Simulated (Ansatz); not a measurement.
HN+, SMILES `[NH+]` radical, relaxed with UKS PBE0-D4/def2-TZVP in Ansatz 0.2.0 from a PBE-D4/def2-SVP geometry. The force threshold is 0.005 eV/Å; the program also tests the step.

Charge 1, multiplicity 2.

Start:

```xyz
2

N     0.190    0.389   -0.341
H    -0.190   -0.389    0.341
```

(1) How much energy does the relaxation release, and in how many steps? (Estimate.)

(2) Which bonds change most? (An estimate is asked.)

(3) Give the relaxed structure. (Best estimate.)

## Answers

(1) Computed: 0.15 kcal/mol, in 3 steps.

(2) Computed: N1–H2 from 1.103 to 1.081 Å.

(3) Computed: 
```xyz
2

N     0.187    0.381   -0.335
H    -0.187   -0.381    0.335
```
